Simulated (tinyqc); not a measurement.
Inside a calculation. Method: UHF in the sto-6g basis, for H2O+, spin multiplicity 2. One step of it, computed by the program tinyqc.

Question. Orthogonalisation. S = U s U^T; canonical form X = U s^(-1/2), so that X^T S X = 1. Each column of U has its largest component positive (the first on a tie).

overlap S:
```
           1O 1s     1O 2s    1O 2px     1O 2py    1O 2pz     2H 1s      3H 1s
1O 1s   1.000000  0.231145  0.000000   0.000000  0.000000  0.055354   0.055354
1O 2s   0.231145  1.000000  0.000000   0.000000  0.000000  0.476401   0.476401
1O 2px  0.000000  0.000000  1.000000   0.000000  0.000000  0.000000   0.000000
1O 2py  0.000000  0.000000  0.000000   1.000000  0.000000  0.313906  -0.313906
1O 2pz  0.000000  0.000000  0.000000   0.000000  1.000000  0.235634   0.235634
2H 1s   0.055354  0.476401  0.000000   0.313906  0.235634  1.000000   0.245262
3H 1s   0.055354  0.476401  0.000000  -0.313906  0.235634  0.245262   1.000000
```

Give: eigenvalues of S; X.

Answer.

eigenvalues of S: 0.3424  0.4168  0.8892  1.0000  1.0880  1.3379  1.9256

X:
```
              1        2        3       4        5        6       7
1O 1s   -0.2921   0.0000   0.7625  0.0000  -0.6140   0.0000  0.1506
1O 2s    1.1907   0.0000  -0.2932  0.0000  -0.2921   0.0000  0.4234
1O 2px   0.0000   0.0000   0.0000  1.0000   0.0000   0.0000  0.0000
1O 2py   0.0000   0.9382   0.0000  0.0000   0.0000   0.6879  0.0000
1O 2pz   0.5381   0.0000   0.6417  0.0000   0.6535   0.0000  0.1908
2H 1s   -0.7508  -0.8715  -0.1509  0.0000   0.1220   0.3703  0.3748
3H 1s   -0.7508   0.8715  -0.1509  0.0000   0.1220  -0.3703  0.3748
```
